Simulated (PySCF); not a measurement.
Gas-phase reaction: 6 SiH2F + 2 SiH3F → 3 Si2H6 + 2 SiF4

Energies from PySCF, thermal terms from the rigid-rotor harmonic-oscillator model, ideal gas at 1 bar. † marks an energy on the PBE0/def2-TZVP geometry and frequencies; other levels use their own. MP2 freezes the core. 6-31G* has spherical d functions here. Open shells (unrestricted): SiH2F (multiplicity 2); the rest are closed-shell singlets. B3LYP is the form with VWN-RPA correlation. SiH2F: computed as isolated molecules; such fragments, hydroxides, amides, oligomers or adducts are transient or little studied in the gas. MP2 isn't extrapolated to the basis-set limit; its ΔH°(298 K) is -1140.2 kJ in def2-SVP and -1167.3 kJ in def2-TZVPP. The harmonic model lacks anharmonicity and excited electronic states, which grow with temperature; levels with a mode under 35 cm⁻¹ are left out. Internal rotation in Si2H6 is treated as a harmonic vibration of one conformer, which makes the entropy rough.

```
level               ΔE electronic, kJ  ΔH°(298 K), kJ  ΔS°(298 K), J/K  ΔG°(600 K), kJ
------------------  -----------------  --------------  ---------------  --------------
B3LYP/6-31G*                    -1173           -1149             -587            -802
B3LYP/def2-TZVP†                -1109           -1086             -587            -738
BLYP/def2-TZVP†                 -1058           -1035             -587            -687
HF/6-31G*                        -990            -970             -595            -617
HF/def2-TZVP†                    -933            -910             -587            -563
M06-2X/def2-TZVP†               -1163           -1140             -587            -793
MP2/def2-SVP†                   -1163           -1140             -587            -793
PBE0/def2-SVP†                  -1177           -1154             -587            -806
r2SCAN/def2-TZVP†               -1152           -1129             -587            -782
ωB97M-V/def2-TZVP†              -1221           -1198             -587            -850
```
ΔH° is lowest at ωB97M-V/def2-TZVP† and highest at HF/def2-TZVP†. No reference value is set beside these.
